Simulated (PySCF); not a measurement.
`P` (PH3). Method: PBE0-D3(BJ)/def2-SVP geometry optimisation, gas phase in PySCF.

```
atom  x, y, z in Å
P1     0.0256   -0.0410    0.4763
H2    -0.5990    1.0211   -0.2472
H3     1.1993   -0.0042   -0.3374
H4    -0.5896   -1.0495   -0.3272
```

Question: Which two atoms are farthest apart?

Answer: H2···H4, H2···H3 and H3···H4, 2.072 Å.

Question: Work out the bond lengths P1–H2, P1–H3, P1–H4 in bohr.

Answer: For P1–H2 the difference vector is (-0.6246, 1.0621, -0.7235) Å, of length 1.4289 Å. 1 bohr = 0.529177 Å. P1–H2 2.700; P1–H3 2.700; P1–H4 2.700 bohr.

Question: What are the angles H3–P1–H4, H2–P1–H4, H2–P1–H3?

Answer: From the scalar product of the two bond vectors; for H3–P1–H4 it is -0.1054 Å² over 1.4286 × 1.4287 Å², cos θ = -0.0516. H3–P1–H4 93.0°; H2–P1–H4 93.0°; H2–P1–H3 93.0°.

Question: Where is the centre of mass (commonest isotopes), and what is the radius of gyration?

Answer: Mass 33.997 u; centre at (0.024, -0.038, 0.407) Å; Rg = √(Σ m r²/M) = 0.420 Å. As Ia + Ib + Ic = 2 Σ m r², the three principal moments sum to 12.0 u·Å².

Question: What is the repulsion energy of the bare nuclei, Σ ZA·ZB/RAB?

Answer: 17.43 Eh over 6 pairs, with full nuclear charges and distances in bohr; the largest single term is 5.56 Eh (P1 with H3, or a pair equal to it).

Not checked by PBE0-D3(BJ)/def2-SVP frequencies.

Time: 0.9 s; peak memory 0.24 GiB. Hardware: one thread, Arm Neoverse V2 (aarch64), no GPU, shared host with 96 logical CPUs at a one-minute load of 3.1. This is the geometry optimisation.
